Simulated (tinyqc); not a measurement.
Inside a calculation. Method: LCCD on RHF in the sto-3g basis, frozen core, for CH3+, spin multiplicity 1. One step of it, computed by the program tinyqc.

Task: Iteration 7 (converged): orbitals. Diagonalise F' = X^T F X, C = X C', fill 4 alpha and 4 beta electrons from the bottom; D = 2 C_occ C_occ^T. Each column has its largest component positive (the first on a tie).

converged F (hartree), lower triangle:
```
             1C 1s      1C 2s     1C 2px     1C 2py     1C 2pz      2H 1s      3H 1s      4H 1s
1C 1s   -11.613246
1C 2s    -3.108818  -1.996147
1C 2px   -0.000023  -0.000259  -0.846032
1C 2py    0.000000   0.000000   0.000000  -0.845706
1C 2pz   -0.000816   0.033282   0.000052   0.000000  -0.264196
2H 1s    -0.907330  -1.010906  -0.656012   0.000000   0.041234  -0.895702
3H 1s    -0.905256  -1.009557   0.327774  -0.567782   0.041151  -0.339188  -0.894496
4H 1s    -0.905256  -1.009557   0.327774   0.567782   0.041151  -0.339188  -0.338662  -0.894496
```

X, lower triangle:
```
            1C 1s      1C 2s     1C 2px     1C 2py    1C 2pz      2H 1s      3H 1s     4H 1s
1C 1s    1.028640
1C 2s   -0.171563   1.530163
1C 2px  -0.000016   0.000481   1.228329
1C 2py   0.000000   0.000000   0.000000   1.227928
1C 2pz   0.002635  -0.031629  -0.000035   0.000000  1.001977
2H 1s    0.026205  -0.390254  -0.391569   0.000000  0.024483   1.325343
3H 1s    0.026201  -0.389333   0.195468  -0.338509  0.024411  -0.039201   1.324347
4H 1s    0.026201  -0.389333   0.195468   0.338509  0.024411  -0.039201  -0.039135  1.324347
```

Give: F' = X^T F X; orbital energies; coefficients C; D after iteration 7.

Result:

F' = X^T F X (hartree), lower triangle:
```
          1        2        3        4        5        6        7        8
1  -11.3720
2   -1.5854  -0.8505
3    0.0001   0.0002  -0.4584
4    0.0000   0.0000   0.0000  -0.4585
5   -0.0001  -0.0078   0.0000   0.0000  -0.2613
6   -0.1547  -0.4925  -0.5463   0.0000   0.0285  -0.2575
7   -0.1540  -0.4917   0.2730  -0.4727   0.0284  -0.0789  -0.2577
8   -0.1540  -0.4917   0.2730   0.4727   0.0284  -0.0789  -0.0788  -0.2577
```

orbital energies (hartree): MO1 -11.6192, MO2 -1.3206, MO3 -1.0019, MO4 -1.0016, MO5 -0.2638, MO6 0.3045, MO7 0.3642, MO8 0.3650

coefficients C:
```
            MO1      MO2      MO3      MO4      MO5      MO6      MO7      MO8
1C 1s    0.9928  -0.2353   0.0001   0.0000  -0.0196  -0.2196   0.0000  -0.0021
1C 2s    0.0338   0.7120  -0.0006   0.0000   0.0994   1.5196   0.0000   0.0152
1C 2px   0.0000   0.0004   0.6511   0.0000   0.0000  -0.0102   0.0000   1.1465
1C 2py   0.0000   0.0000   0.0000   0.6511   0.0000   0.0000   1.1459   0.0000
1C 2pz  -0.0007  -0.0211   0.0000   0.0000   0.9951  -0.1270   0.0000  -0.0013
2H 1s   -0.0068   0.1816   0.3985   0.0000  -0.0304  -0.7884   0.0000  -1.1190
3H 1s   -0.0068   0.1811  -0.1995   0.3452  -0.0304  -0.8030  -0.9617   0.5479
4H 1s   -0.0068   0.1811  -0.1995  -0.3452  -0.0304  -0.8030   0.9617   0.5479
```

D after iteration 7, lower triangle:
```
          1C 1s    1C 2s   1C 2px   1C 2py   1C 2pz    2H 1s    3H 1s   4H 1s
1C 1s    2.0819
1C 2s   -0.2679   1.0162
1C 2px   0.0000  -0.0002   0.8478
1C 2py   0.0000   0.0000   0.0000   0.8480
1C 2pz   0.0086  -0.0300  -0.0001   0.0000   0.0009
2H 1s   -0.0988   0.2576   0.5191   0.0000  -0.0077   0.3836
3H 1s   -0.0988   0.2577  -0.2596   0.4496  -0.0076  -0.0931   0.3837
4H 1s   -0.0988   0.2577  -0.2596  -0.4496  -0.0076  -0.0931  -0.0931  0.3837
```
